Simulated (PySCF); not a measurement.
# H₅NF+, a complex of two parts: interaction energy, part 3 of 3

PySCF 2.14.0. Atoms count from 0, parts from 1.

## 8. Coupled-cluster interaction energy: CCSD(T) and MP2, 1.56 Å

What the job is given:

```
{"job": {"kind": "intercc", "basis": "aug-cc-pVDZ", "basis_mid": "aug-cc-pVTZ", "basis_large": "aug-cc-pVQZ"}, "charge": 1, "multiplicity": 1, "parts": [{"atoms": "0-4", "charge": 1, "multiplicity": 1}, {"atoms": "5-6", "charge": 0, "multiplicity": 1}]}
N     -0.044108    -0.029360     0.114300
H     -0.736082    -0.626408    -0.341927
H      0.161370     0.770680    -0.487415
H     -0.419919     0.305955     1.003396
H      0.827199    -0.561795     0.286330
F      2.267078    -1.053148     0.623038
H      2.835940    -1.784222     0.685328
```

Level: CCSD(T)/aug-cc-pVDZ and MP2/aug-cc-pVTZ, aug-cc-pVQZ counterpoise interaction energy, frozen core, gas phase.

Output:

```text
part 1, own basis, geometry of the cluster: E = -56.5639555260 (as before)

part 2, own basis, geometry of the cluster: E = -100.0604284876 (as before)

part 1, own basis, relaxed alone: E = -56.5642290861 (as before)

part 2, own basis, relaxed alone: E = -100.0608782296 (as before)

cluster
final grid: 5248 points
cycle   1  E = -156.6386697701  dE = -1.295e-02  |g| = 5.004e-02  |ddm| = 7.871e-01
cycle   2  E = -156.6395910867  dE = -9.213e-04  |g| = 1.769e-02  |ddm| = 1.338e-01
cycle   3  E = -156.6397031162  dE = -1.120e-04  |g| = 8.483e-03  |ddm| = 4.216e-02
cycle   4  E = -156.6397223508  dE = -1.923e-05  |g| = 1.729e-03  |ddm| = 1.530e-02
cycle   5  E = -156.6397233623  dE = -1.011e-06  |g| = 3.146e-04  |ddm| = 3.874e-03
cycle   6  E = -156.6397234048  dE = -4.249e-08  |g| = 4.890e-05  |ddm| = 1.098e-03
cycle   7  E = -156.6397234056  dE = -8.416e-10  |g| = 1.783e-05  |ddm| = 1.266e-04
converged SCF energy = -156.6397234056

part 1 in the basis of the cluster
final grid: 5248 points
cycle   1  E = -56.5639840367  dE = -3.053e-05  |g| = 1.022e-03  |ddm| = 2.722e-01
cycle   2  E = -56.5639842208  dE = -1.842e-07  |g| = 8.566e-05  |ddm| = 2.212e-02
cycle   3  E = -56.5639842225  dE = -1.639e-09  |g| = 8.116e-06  |ddm| = 2.196e-03
cycle   4  E = -56.5639842225  dE = -1.172e-11  |g| = 2.740e-06  |ddm| = 5.856e-05
converged SCF energy = -56.5639842225

part 2 in the basis of the cluster
final grid: 5248 points
cycle   1  E = -100.0606306217  dE = -2.029e-04  |g| = 3.340e-03  |ddm| = 5.291e-01
cycle   2  E = -100.0606332839  dE = -2.662e-06  |g| = 4.354e-04  |ddm| = 7.354e-02
cycle   3  E = -100.0606333491  dE = -6.514e-08  |g| = 7.346e-05  |ddm| = 1.301e-02
cycle   4  E = -100.0606333502  dE = -1.140e-09  |g| = 3.438e-05  |ddm| = 7.510e-04
cycle   5  E = -100.0606333504  dE = -2.276e-10  |g| = 5.752e-06  |ddm| = 2.128e-04
converged SCF energy = -100.0606333504

Interaction energy (kcal/mol)
  counterpoise      -10.848
  uncorrected       -11.510
  dispersion part     0.000
  deformation         0.120
  binding           -10.728

Decomposition of the uncorrected value (kcal/mol)
  electrostatic     -17.543
  Pauli              16.704
  orbital            -8.788
  dispersion          0.000
  correlation        -1.882

Charge of each part in the cluster: 0.961 0.039
part 1, own basis, geometry of the cluster: E = -56.5677540607 (as before)

part 2, own basis, geometry of the cluster: E = -100.0678684378 (as before)

part 1, own basis, relaxed alone: E = -56.5680341243 (as before)

part 2, own basis, relaxed alone: E = -100.0683486666 (as before)

cluster
final grid: 5248 points
cycle   1  E = -156.6499448730  dE = -1.317e-02  |g| = 5.061e-02  |ddm| = 1.077e+00
cycle   2  E = -156.6508908342  dE = -9.460e-04  |g| = 1.817e-02  |ddm| = 1.571e-01
cycle   3  E = -156.6510055965  dE = -1.148e-04  |g| = 8.539e-03  |ddm| = 4.703e-02
cycle   4  E = -156.6510252648  dE = -1.967e-05  |g| = 1.836e-03  |ddm| = 1.680e-02
cycle   5  E = -156.6510263198  dE = -1.055e-06  |g| = 3.343e-04  |ddm| = 3.759e-03
cycle   6  E = -156.6510263666  dE = -4.681e-08  |g| = 5.034e-05  |ddm| = 1.222e-03
cycle   7  E = -156.6510263675  dE = -8.843e-10  |g| = 1.834e-05  |ddm| = 1.643e-04
converged SCF energy = -156.6510263675

part 1 in the basis of the cluster
final grid: 5248 points
cycle   1  E = -56.5677596062  dE = -7.767e-06  |g| = 4.793e-04  |ddm| = 4.564e-01
cycle   2  E = -56.5677596474  dE = -4.118e-08  |g| = 3.807e-05  |ddm| = 2.970e-02
cycle   3  E = -56.5677596477  dE = -3.182e-10  |g| = 1.436e-06  |ddm| = 2.341e-03
converged SCF energy = -56.5677596477

part 2 in the basis of the cluster
final grid: 5248 points
cycle   1  E = -100.0679711200  dE = -1.028e-04  |g| = 2.186e-03  |ddm| = 7.382e-01
cycle   2  E = -100.0679721997  dE = -1.080e-06  |g| = 2.604e-04  |ddm| = 8.302e-02
cycle   3  E = -100.0679722216  dE = -2.193e-08  |g| = 2.959e-05  |ddm| = 1.269e-02
cycle   4  E = -100.0679722219  dE = -2.632e-10  |g| = 1.450e-05  |ddm| = 8.181e-04
converged SCF energy = -100.0679722219

Interaction energy (kcal/mol)
  counterpoise      -11.186
  uncorrected       -11.545
  dispersion part     0.000
  deformation         0.161
  binding           -11.024

Decomposition of the uncorrected value (kcal/mol)
  electrostatic     -17.486
  Pauli              16.760
  orbital            -8.941
  dispersion          0.000
  correlation        -1.877

Charge of each part in the cluster: 0.961 0.039
part 1 in the basis of the cluster: E(HF) = -56.547557353  E2 = -0.192635507  E(CCSD corr) = -0.210501213  (T) = -0.004404216
part 2 in the basis of the cluster: E(HF) = -100.033433668  E2 = -0.223824128  E(CCSD corr) = -0.227490090  (T) = -0.004336918
cluster: E(HF) = -156.595536674  E2 = -0.417816505  E(CCSD corr) = -0.438810591  (T) = -0.009077083

Counterpoise interaction energy (kcal/mol)
  hf_small                  -9.127
  mp2_small                 -9.979
  ccsd_small                -9.642
  ccsdt_small               -9.852
  hf_large                  -9.597
  mp2_large                -11.185
  hf_middle                 -9.479
  mp2_middle               -10.848
  scs_mp2_large            -10.445
  mp2_limit                -11.346
  ccsdt_less_mp2             0.127
  ccsdt_limit_estimate     -11.219
  bsse_mp2_large             0.359
```

Run time: 84 s. Hardware: 1 thread of Arm Neoverse N1, shared host; peak memory 1.1 GiB.

Contacts at this geometry (a selection, picked against the atoms' radii; other short pairs can be missing):

```csv
atoms,distance (Å),kind (by distance and angle),angle (°)
H4···F5,1.56,hydrogen bond,167
```

Differences are taken before rounding.

```
                 method  interaction energy (kcal/mol)  from CCSD(T), limit estimate (kcal/mol)
         HF/aug-cc-pVDZ                          -9.13                                    +2.09
        MP2/aug-cc-pVDZ                          -9.98                                    +1.24
       CCSD/aug-cc-pVDZ                          -9.64                                    +1.58
    CCSD(T)/aug-cc-pVDZ                          -9.85                                    +1.37
         HF/aug-cc-pVQZ                          -9.60                                    +1.62
        MP2/aug-cc-pVQZ                         -11.19                                    +0.03
    SCS-MP2/aug-cc-pVQZ                         -10.44                                    +0.77
      MP2, extrapolated                         -11.35                                    -0.13
CCSD(T), limit estimate                         -11.22                                        0
```

These energies keep the parts at their geometry in the cluster; deforming them to it costs 0.16 kcal/mol (MP2).

## 9. Coupled-cluster interaction energy: CCSD(T) and MP2, 2.60 Å

The job, as its differences from that of step 8:

```diff
@@ -6,3 +6,3 @@
 H      0.827199    -0.561795     0.286330
-F      2.267078    -1.053148     0.623038
-H      2.835940    -1.784222     0.685328
+F      3.226997    -1.380717     0.847510
+H      3.795860    -2.111791     0.909800
```

Level: CCSD(T)/aug-cc-pVDZ and MP2/aug-cc-pVTZ, aug-cc-pVQZ counterpoise interaction energy, frozen core, gas phase.

Output:

```text
part 1, own basis, geometry of the cluster: E = -56.5639555260 (as before)

part 2, own basis, geometry of the cluster: E = -100.0604284876 (as before)

part 1, own basis, relaxed alone: E = -56.5642290861 (as before)

part 2, own basis, relaxed alone: E = -100.0608782296 (as before)

cluster
final grid: 5248 points
cycle   1  E = -156.6373289700  dE = -1.529e-03  |g| = 1.937e-02  |ddm| = 3.755e-01
cycle   2  E = -156.6374351343  dE = -1.062e-04  |g| = 8.541e-03  |ddm| = 4.786e-02
cycle   3  E = -156.6374500840  dE = -1.495e-05  |g| = 3.106e-03  |ddm| = 1.351e-02
cycle   4  E = -156.6374535403  dE = -3.456e-06  |g| = 5.318e-04  |ddm| = 8.063e-03
cycle   5  E = -156.6374536883  dE = -1.480e-07  |g| = 1.087e-04  |ddm| = 1.592e-03
cycle   6  E = -156.6374536945  dE = -6.192e-09  |g| = 1.716e-05  |ddm| = 3.216e-04
cycle   7  E = -156.6374536946  dE = -1.325e-10  |g| = 5.333e-06  |ddm| = 5.157e-05
converged SCF energy = -156.6374536946

part 1 in the basis of the cluster
final grid: 5248 points
cycle   1  E = -56.5639651273  dE = -1.030e-05  |g| = 5.561e-04  |ddm| = 1.706e-01
cycle   2  E = -56.5639652026  dE = -7.531e-08  |g| = 5.008e-05  |ddm| = 1.616e-02
cycle   3  E = -56.5639652034  dE = -7.410e-10  |g| = 3.603e-06  |ddm| = 1.791e-03
converged SCF energy = -56.5639652034

part 2 in the basis of the cluster
final grid: 5248 points
cycle   1  E = -100.0604793197  dE = -5.112e-05  |g| = 1.490e-03  |ddm| = 3.483e-01
cycle   2  E = -100.0604799003  dE = -5.806e-07  |g| = 1.887e-04  |ddm| = 3.307e-02
cycle   3  E = -100.0604799128  dE = -1.248e-08  |g| = 3.296e-05  |ddm| = 4.555e-03
cycle   4  E = -100.0604799130  dE = -2.277e-10  |g| = 1.517e-05  |ddm| = 1.912e-04
converged SCF energy = -100.0604799130

Interaction energy (kcal/mol)
  counterpoise       -7.961
  uncorrected        -8.129
  dispersion part     0.000
  deformation         0.120
  binding            -7.841

Decomposition of the uncorrected value (kcal/mol)
  electrostatic      -7.392
  Pauli               0.228
  orbital            -1.037
  dispersion          0.000
  correlation         0.073

Charge of each part in the cluster: 0.997 0.003
part 1, own basis, geometry of the cluster: E = -56.5677540607 (as before)

part 2, own basis, geometry of the cluster: E = -100.0678684378 (as before)

part 1, own basis, relaxed alone: E = -56.5680341243 (as before)

part 2, own basis, relaxed alone: E = -100.0683486666 (as before)

cluster
final grid: 5248 points
cycle   1  E = -156.6485398610  dE = -1.514e-03  |g| = 1.950e-02  |ddm| = 7.803e-01
cycle   2  E = -156.6486481645  dE = -1.083e-04  |g| = 8.714e-03  |ddm| = 7.298e-02
cycle   3  E = -156.6486633745  dE = -1.521e-05  |g| = 3.156e-03  |ddm| = 1.301e-02
cycle   4  E = -156.6486669168  dE = -3.542e-06  |g| = 5.565e-04  |ddm| = 7.385e-03
cycle   5  E = -156.6486670690  dE = -1.522e-07  |g| = 1.142e-04  |ddm| = 2.073e-03
cycle   6  E = -156.6486670758  dE = -6.787e-09  |g| = 1.751e-05  |ddm| = 6.133e-04
cycle   7  E = -156.6486670759  dE = -1.374e-10  |g| = 5.284e-06  |ddm| = 6.588e-05
converged SCF energy = -156.6486670759

part 1 in the basis of the cluster
final grid: 5248 points
cycle   1  E = -56.5677558296  dE = -2.756e-06  |g| = 2.768e-04  |ddm| = 2.635e-01
cycle   2  E = -56.5677558482  dE = -1.860e-08  |g| = 2.452e-05  |ddm| = 1.991e-02
cycle   3  E = -56.5677558483  dE = -1.721e-10  |g| = 9.711e-07  |ddm| = 1.919e-03
converged SCF energy = -56.5677558483

part 2 in the basis of the cluster
final grid: 5248 points
cycle   1  E = -100.0678970713  dE = -2.868e-05  |g| = 1.061e-03  |ddm| = 7.594e-01
cycle   2  E = -100.0678973783  dE = -3.071e-07  |g| = 1.287e-04  |ddm| = 7.822e-02
cycle   3  E = -100.0678973843  dE = -5.945e-09  |g| = 1.826e-05  |ddm| = 1.032e-02
cycle   4  E = -100.0678973844  dE = -7.955e-11  |g| = 9.191e-06  |ddm| = 3.382e-04
converged SCF energy = -100.0678973844

Interaction energy (kcal/mol)
  counterpoise       -7.999
  uncorrected        -8.070
  dispersion part     0.000
  deformation         0.161
  binding            -7.838

Decomposition of the uncorrected value (kcal/mol)
  electrostatic      -7.378
  Pauli               0.221
  orbital            -1.030
  dispersion          0.000
  correlation         0.117

Charge of each part in the cluster: 0.997 0.003
part 1 in the basis of the cluster: E(HF) = -56.547416135  E2 = -0.192391273  E(CCSD corr) = -0.210282277  (T) = -0.004382262
part 2 in the basis of the cluster: E(HF) = -100.033052221  E2 = -0.223109037  E(CCSD corr) = -0.226747674  (T) = -0.004218439
cluster: E(HF) = -156.593476806  E2 = -0.415065618  E(CCSD corr) = -0.436573133  (T) = -0.008577102

Counterpoise interaction energy (kcal/mol)
  hf_small                  -8.163
  mp2_small                 -7.890
  ccsd_small                -7.876
  ccsdt_small               -7.862
  hf_large                  -8.166
  mp2_large                 -7.999
  hf_middle                 -8.163
  mp2_middle                -7.961
  scs_mp2_large             -7.908
  mp2_limit                 -8.025
  ccsdt_less_mp2             0.029
  ccsdt_limit_estimate      -7.996
  bsse_mp2_large             0.071
```

Wall time 82 s (1 thread of Arm Neoverse N1, shared host); peak memory 1.1 GiB.

Contacts at this geometry (a selection, picked against the atoms' radii; other short pairs can be missing):

```
  atoms  distance (Å)  kind (by distance and angle)  angle (°)
H4···F5          2.60                 hydrogen bond        167
```

Differences are taken before rounding.

```
                 method  interaction energy (kcal/mol)  from CCSD(T), limit estimate (kcal/mol)
         HF/aug-cc-pVDZ                          -8.16                                    -0.17
        MP2/aug-cc-pVDZ                          -7.89                                    +0.11
       CCSD/aug-cc-pVDZ                          -7.88                                    +0.12
    CCSD(T)/aug-cc-pVDZ                          -7.86                                    +0.13
         HF/aug-cc-pVQZ                          -8.17                                    -0.17
        MP2/aug-cc-pVQZ                          -8.00                                     0.00
    SCS-MP2/aug-cc-pVQZ                          -7.91                                    +0.09
      MP2, extrapolated                          -8.02                                    -0.03
CCSD(T), limit estimate                          -8.00                                        0
```

These energies keep the parts at their geometry in the cluster; deforming them to it costs 0.16 kcal/mol (MP2).

## 10. Coupled-cluster interaction energy: CCSD(T) and MP2, 3.46 Å

The job, as its differences from that of step 9:

```diff
@@ -6,3 +6,3 @@
 H      0.827199    -0.561795     0.286330
-F      3.226997    -1.380717     0.847510
-H      3.795860    -2.111791     0.909800
+F      4.026929    -1.653691     1.034570
+H      4.595792    -2.384765     1.096860
```

Method: CCSD(T)/aug-cc-pVDZ and MP2/aug-cc-pVTZ, aug-cc-pVQZ counterpoise interaction energy, frozen core, gas phase.

Output:

```text
part 1, own basis, geometry of the cluster: E = -56.5639555260 (as before)

part 2, own basis, geometry of the cluster: E = -100.0604284876 (as before)

part 1, own basis, relaxed alone: E = -56.5642290861 (as before)

part 2, own basis, relaxed alone: E = -100.0608782296 (as before)

cluster
final grid: 5248 points
cycle   1  E = -156.6326702783  dE = -5.479e-04  |g| = 1.207e-02  |ddm| = 2.047e-01
cycle   2  E = -156.6327065924  dE = -3.631e-05  |g| = 5.469e-03  |ddm| = 3.914e-02
cycle   3  E = -156.6327120850  dE = -5.493e-06  |g| = 1.804e-03  |ddm| = 9.366e-03
cycle   4  E = -156.6327132349  dE = -1.150e-06  |g| = 3.173e-04  |ddm| = 6.022e-03
cycle   5  E = -156.6327132913  dE = -5.636e-08  |g| = 7.059e-05  |ddm| = 9.327e-04
cycle   6  E = -156.6327132941  dE = -2.773e-09  |g| = 1.156e-05  |ddm| = 2.295e-04
cycle   7  E = -156.6327132941  dE = -6.770e-11  |g| = 2.926e-06  |ddm| = 4.109e-05
converged SCF energy = -156.6327132941

part 1 in the basis of the cluster
final grid: 5248 points
cycle   1  E = -56.5639592926  dE = -4.045e-06  |g| = 3.376e-04  |ddm| = 1.420e-01
cycle   2  E = -56.5639593324  dE = -3.971e-08  |g| = 3.553e-05  |ddm| = 1.284e-02
cycle   3  E = -56.5639593328  dE = -4.750e-10  |g| = 1.433e-06  |ddm| = 1.345e-03
converged SCF energy = -56.5639593328

part 2 in the basis of the cluster
final grid: 5248 points
cycle   1  E = -100.0604373477  dE = -9.040e-06  |g| = 5.662e-04  |ddm| = 1.200e-01
cycle   2  E = -100.0604374656  dE = -1.180e-07  |g| = 7.297e-05  |ddm| = 1.060e-02
cycle   3  E = -100.0604374679  dE = -2.295e-09  |g| = 4.817e-06  |ddm| = 1.302e-03
cycle   4  E = -100.0604374679  dE = -9.734e-12  |g| = 2.128e-06  |ddm| = 8.173e-05
converged SCF energy = -100.0604374679

Interaction energy (kcal/mol)
  counterpoise       -4.941
  uncorrected        -4.982
  dispersion part     0.000
  deformation         0.120
  binding            -4.821

Decomposition of the uncorrected value (kcal/mol)
  electrostatic      -4.862
  Pauli               0.006
  orbital            -0.371
  dispersion          0.000
  correlation         0.245

Charge of each part in the cluster: 1.000 0.000
part 1, own basis, geometry of the cluster: E = -56.5677540607 (as before)

part 2, own basis, geometry of the cluster: E = -100.0678684378 (as before)

part 1, own basis, relaxed alone: E = -56.5680341243 (as before)

part 2, own basis, relaxed alone: E = -100.0683486666 (as before)

cluster
final grid: 5248 points
cycle   1  E = -156.6438911735  dE = -5.441e-04  |g| = 1.213e-02  |ddm| = 3.340e-01
cycle   2  E = -156.6439284176  dE = -3.724e-05  |g| = 5.583e-03  |ddm| = 3.427e-02
cycle   3  E = -156.6439340274  dE = -5.610e-06  |g| = 1.833e-03  |ddm| = 9.183e-03
cycle   4  E = -156.6439352139  dE = -1.187e-06  |g| = 3.311e-04  |ddm| = 7.060e-03
cycle   5  E = -156.6439352717  dE = -5.782e-08  |g| = 7.380e-05  |ddm| = 1.285e-03
cycle   6  E = -156.6439352748  dE = -3.018e-09  |g| = 1.180e-05  |ddm| = 2.067e-04
cycle   7  E = -156.6439352748  dE = -6.875e-11  |g| = 2.974e-06  |ddm| = 4.865e-05
converged SCF energy = -156.6439352748

part 1 in the basis of the cluster
final grid: 5248 points
cycle   1  E = -56.5677546181  dE = -9.990e-07  |g| = 1.478e-04  |ddm| = 1.370e-01
cycle   2  E = -56.5677546256  dE = -7.480e-09  |g| = 1.422e-05  |ddm| = 1.137e-02
cycle   3  E = -56.5677546257  dE = -7.780e-11  |g| = 5.482e-07  |ddm| = 1.115e-03
converged SCF energy = -56.5677546257

part 2 in the basis of the cluster
final grid: 5248 points
cycle   1  E = -100.0678738315  dE = -5.463e-06  |g| = 3.891e-04  |ddm| = 3.726e-01
cycle   2  E = -100.0678738858  dE = -5.436e-08  |g| = 4.664e-05  |ddm| = 2.435e-02
cycle   3  E = -100.0678738869  dE = -1.030e-09  |g| = 4.526e-06  |ddm| = 2.172e-03
cycle   4  E = -100.0678738869  dE = -7.233e-12  |g| = 2.181e-06  |ddm| = 8.929e-05
converged SCF energy = -100.0678738869

Interaction energy (kcal/mol)
  counterpoise       -4.958
  uncorrected        -4.977
  dispersion part     0.000
  deformation         0.161
  binding            -4.797

Decomposition of the uncorrected value (kcal/mol)
  electrostatic      -4.854
  Pauli               0.006
  orbital            -0.369
  dispersion          0.000
  correlation         0.239

Charge of each part in the cluster: 1.000 0.000
part 1 in the basis of the cluster: E(HF) = -56.547373308  E2 = -0.192323844  E(CCSD corr) = -0.210222921  (T) = -0.004376394
part 2 in the basis of the cluster: E(HF) = -100.032966569  E2 = -0.223000494  E(CCSD corr) = -0.226643152  (T) = -0.004199033
cluster: E(HF) = -156.588641652  E2 = -0.414836622  E(CCSD corr) = -0.436378356  (T) = -0.008524374

Counterpoise interaction energy (kcal/mol)
  hf_small                  -5.209
  mp2_small                 -4.903
  ccsd_small                -4.903
  ccsdt_small               -4.871
  hf_large                  -5.213
  mp2_large                 -4.958
  hf_middle                 -5.219
  mp2_middle                -4.941
  scs_mp2_large             -4.935
  mp2_limit                 -4.975
  ccsdt_less_mp2             0.032
  ccsdt_limit_estimate      -4.943
  bsse_mp2_large             0.019
```

Run time: 81 s. Hardware: 1 thread of Arm Neoverse N1, shared host; peak memory 1.1 GiB.

Contacts at this geometry (a selection, picked against the atoms' radii; other short pairs can be missing):

```
  atoms  distance (Å)  kind (by distance and angle)  angle (°)
H4···F5          3.46  beyond van der Waals contact          –
```

Differences are taken before rounding.

| method | interaction energy (kcal/mol) | from CCSD(T), limit estimate (kcal/mol) |
| --- | --- | --- |
| HF/aug-cc-pVDZ | -5.21 | -0.27 |
| MP2/aug-cc-pVDZ | -4.90 | +0.04 |
| CCSD/aug-cc-pVDZ | -4.90 | +0.04 |
| CCSD(T)/aug-cc-pVDZ | -4.87 | +0.07 |
| HF/aug-cc-pVQZ | -5.21 | -0.27 |
| MP2/aug-cc-pVQZ | -4.96 | -0.02 |
| SCS-MP2/aug-cc-pVQZ | -4.93 | +0.01 |
| MP2, extrapolated | -4.98 | -0.03 |
| CCSD(T), limit estimate | -4.94 | 0 |

These energies keep the parts at their geometry in the cluster; deforming them to it costs 0.16 kcal/mol (MP2).

## 11. The curve

Counterpoise interaction energies (kcal/mol):

```
H4···F5 (Å)      HF  MP2 limit  CCSD(T) estimate  time
       1.56   -9.60     -11.35            -11.22  84 s
       1.64  -10.75     -12.14            -12.05  82 s
       1.73  -11.32     -12.40            -12.34  84 s
       1.82  -11.49     -12.31            -12.27  82 s
       1.90  -11.40     -12.01            -11.98  82 s
       2.16  -10.35     -10.53            -10.51  83 s
       2.60   -8.17      -8.02             -8.00  82 s
       3.46   -5.21      -4.98             -4.94  81 s
```

## 12. Results

This closing draws on all 3 parts.

```
                            quantity                   value
rotational constants (main isotopes)  169.14, 6.53, 6.51 GHz
          CCSD(T) estimate at 1.56 Å         -11.22 kcal/mol
          CCSD(T) estimate at 1.64 Å         -12.05 kcal/mol
          CCSD(T) estimate at 1.73 Å         -12.34 kcal/mol
          CCSD(T) estimate at 1.82 Å         -12.27 kcal/mol
          CCSD(T) estimate at 1.90 Å         -11.98 kcal/mol
          CCSD(T) estimate at 2.16 Å         -10.51 kcal/mol
          CCSD(T) estimate at 2.60 Å          -8.00 kcal/mol
          CCSD(T) estimate at 3.46 Å          -4.94 kcal/mol
```

What this shows: The start of the PBE0/def2-TZVPD relaxation was shaken at random by about 0.01 Å, so part of the energy gained, and of the first lengths quoted, undoes that. Over 7 steps the energy fell by 0.058 eV; of the close pairs, N0–H4 changed most, 1.010 to 1.035 Å. Along the rigid scan the CCSD(T) estimate is lowest at 1.73 Å (-12.34 kcal/mol), where MP2 at the limit misses it by -0.06 and Hartree-Fock by +1.02.
